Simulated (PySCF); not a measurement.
# Computed NMR parameters against published values

Atoms are numbered as in `[CH2:1]1[CH2:2][CH2:3][CH2:4][CH2:5]1`. Hydrogens are named by the atom that carries them.

[PySCF: σ from GIAO-PBE0/pcSseg-1; coordinates at the PBE0-D3(BJ)/def2-SVP level; J: B3LYP/pcJ-1 (without the spin–dipole term); non-relativistic Hamiltonian; one conformer; gas phase; averaged over atoms made equivalent by symmetry, fast rotation or ring inversion]

Reference values: measured (solution, not stated in the table (CDCl3 in this author's series); The use of chemical shift calculations in the conformational analysis of substituted benzenes, New J. Chem. 2019 (ESI)).
| atoms | quantity | reference | computed | computed, scaled |
| --- | --- | --- | --- | --- |
| H(C1)/H(C2)/H(C3)/H(C4)/H(C5) | δ 1H | 1.51 | 1.45 | 1.58 |

Computed shifts are σ(ref) − σ with the named reference compound (TMS for H and C) calculated as an isolated molecule at the same level. The measured values may be among those fitted. Scaled to experiment by linear calibration (H and C: mostly CDCl3 data, vs TMS): 1H (scatter 0.21 ppm rms, 0.22 ppm with the 3 outliers that the fit left out). A few per cent of atoms miss by over 2 rms, more outside the fitted compound classes.

Coupling constants in Hz:
```tsv
coupling	reference	computed	source
1J(C1,H(C1))	128.5	134.6	measured; liquid or solution (compiled); Cremer, Kraka, Wu, Luettke, ChemPhysChem 2004, 5, 349
1J(C1,C2)	32.3	34.3	measured; liquid or solution (compiled); Cremer, Kraka, Wu, Luettke, ChemPhysChem 2004, 5, 349
```
